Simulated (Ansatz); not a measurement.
# B2 (triplet): from Hartree-Fock to the top rungs at distance B1–B2 = 4.237 Å, cc-pVDZ

The task here is to estimate one member of a computed series from the others.

Method: cc-pVDZ, core rule «outside noble gas», up to 2 orbitals frozen; program: Ansatz 0.2.0, Gaussian basis.

Plan: UHF; CCSD(T) on ROHF; CCSD(T) on UHF; BCCD(T) on ROHF; CISD; CCSDT(Q) on ROHF; CCSDT(Q) on UHF; CISDTQ; CASSCF and MRCISD+Q, 4 electrons in 4 orbitals; CASSCF and NEVPT2, 4 electrons in 4 orbitals; CASSCF and MRCISD+Q, 6 electrons in 8 orbitals; CASSCF and NEVPT2, 6 electrons in 8 orbitals; Full CI.

16 further runs of the same task are left out: 8 that didn't finish, 8 set aside as unsound or not needed.

## What is computed

The geometry derives from a PBE0/def2-TZVP stationary point (not a proven minimum). One bond is set to the value named and the two fragments are kept rigid.

2 atoms, charge 0, spin multiplicity 3.

Atoms are counted from 1 here; the program's logs count them from 0.

No contacts short enough for the rule that draws bonds.

The first run:

File in.yaml:

```yaml
crystal:
  periodic: [false, false, false]
  atoms:
    - {symbol: B, position_ang: [0.000000, 0.000000, 0.000000]}
    - {symbol: B, position_ang: [0.000000, 0.000000, 4.237000]}
basis:
  gaussian: {orbitals: cc-pVDZ}
magnetization: {spin_polarized: true, initial_magnetization: 2}
hamiltonian: {xc: hf}
output: {orbitals: {seedname: orbitals}}
```

On the command line:

```sh
$ ansatz run in.yaml --threads 1 --pin off --events-out ev --progress --plain --max-ram 2393MiB
```

Among the steps run: UHF; CCSD(T) on ROHF; CCSD(T) on UHF; BCCD(T) on ROHF; CISD; CCSDT(Q) on ROHF; CCSDT(Q) on UHF; CISDTQ; CASSCF and MRCISD+Q, 4 electrons in 4 orbitals; CASSCF and NEVPT2, 4 electrons in 4 orbitals; CASSCF and MRCISD+Q, 6 electrons in 8 orbitals; CASSCF and NEVPT2, 6 electrons in 8 orbitals; Full CI.

One of the session's tables, all rows but one given; the rest of the session is left out.

It belongs to the step «Misses and costs». 

```
     method  from FCI (kJ/mol)
       ROHF             +334.9
        UHF             +317.3
       RMP2                  ?
       UMP2             +124.6
       CISD              +28.4
      RCCSD               +9.0
      UCCSD               +8.5
   RCCSD(T)               +4.2
   UCCSD(T)               +4.1
    BCCD(T)               +4.2
     RCCSDT               +1.9
     UCCSDT               +1.9
     CISDTQ               +2.2
  RCCSDT(Q)               +1.6
  UCCSDT(Q)               +1.7
NEVPT2 pair             +111.7
        FCI                  0
```

Q: Estimate the row for RMP2 from the others.

**Answer.** from FCI (kJ/mol): +125.4. In the column «from FCI (kJ/mol)» it lies between UMP2 (+124.6) and UHF (+317.3).

Left out of the table: CASSCF pair, MRCISD pair, MRCISD+Q pair, CASSCF valence, NEVPT2 valence, MRCISD valence, MRCISD+Q valence (the active space lost an orbital or holds another state than full CI finds).

Limits of these values: Levels on UHF freeze UHF's core orbitals, full CI those of ROHF, so the U rows can settle a little off it for that reason alone. Restricted and unrestricted rows rest on different reference determinants; where their highest levels disagree by more than a few hundredths of an eV, they describe different states and don't form one ladder. Warnings in the runs' records: passed over end.
